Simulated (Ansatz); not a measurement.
**GeH2⁻, doublet: the ladder up to full CI**

Geometry: a PBE0/def2-TZVPD stationary point for this spin, not checked as a minimum.

```xyz
3

Ge    0.0000   -0.0307    0.0000
H     0.0000    1.1080   -1.1584
H     0.0000    1.1080    1.1584
```

Basis aug-cc-pVDZ; Ansatz 0.2.0. Only valence electrons are correlated (noble-gas cores and the filled d shells of p-block atoms frozen), which leaves 7 electrons in 40 orbitals. R marks a restricted (for open shells ROHF) determinant, U an unrestricted one. Active spaces: valence = (7e, 6o) chosen from the atoms' valence shells. No spin–orbit coupling is included, and no scalar relativity.

Full CI is exact within this basis and frozen core; it isn't the basis-set limit. The frozen core follows each run's orbitals, which can shift R against U totals by a few meV for light atoms and by up to 0.1 eV past Ca.

For open shells CISD and CISDTQ are restricted-active-space CI with the open shells as a complete middle space.

```
UHF ⟨S²⟩                          : 0.766
T1 diagnostic (RCCSD)             : 0.0196
largest doubles amplitude (RCCSD) : 0.063
```

| level | E − E(full CI) (mEh) | share of correlation (%) | wall time |
| --- | --- | --- | --- |
| RHF | 134.86 | 0.00 | – |
| RMP2 | 30.00 | 77.75 | – |
| CISD | 11.29 | 91.63 | 1.2 s |
| RCCSD | 4.92 | 96.35 | – |
| RCCSD(T) | 1.02 | 99.24 | 3.4 s |
| BCCD(T) | 1.02 | 99.24 | 2.4 s |
| RCCSDT | 0.18 | 99.87 | – |
| CISDTQ | 0.35 | 99.74 | 4.8 s (H100) |
| RCCSDT(Q) | 0.03 | 99.98 | 19 s |
| RCCSDTQ | 0.00 | 100.00 | 10 s (H100) |
| CASSCF (valence space) | 102.39 | 24.08 | – |
| NEVPT2 (valence space) | 30.62 | 77.29 | 1.7 s |
| NEVPT4(SD) (valence space) | 4.48 | 96.67 | 1.9 s |
| MRCISD (valence space) | 7.05 | 94.77 | – |
| MRCISD+Q (valence space) | 0.21 | 99.84 | 2.1 s |

The correlation energy at full CI, counted from RHF, is -3.670 eV. That run took 30 s on 5 threads of AMD EPYC 7R13 with a whole H100 80 GB, shared host over 225,518,144 determinants.

Run but not shown, since their state or frozen core can't be matched to the reference's or they repeat it: UHF, UMP2, UCCSD, UCCSD(T), UCCSDT, UCCSDT(Q), UCCSDTQ.

Times hold each run's SCF and search for its determinant on a shared host, so for small cases they say little of a method's own cost; rows without a card ran on 1 thread of AMD EPYC 7R13.

The full-CI state has the irrep B1 of C2v, in the program's axes.

Natural occupations of full CI about the gap: 1.957 1.934 1.915 0.981 0.048 0.035 0.018 0.018 0.014 0.013; effectively unpaired electrons, Σ n²(2−n)², 1.07.
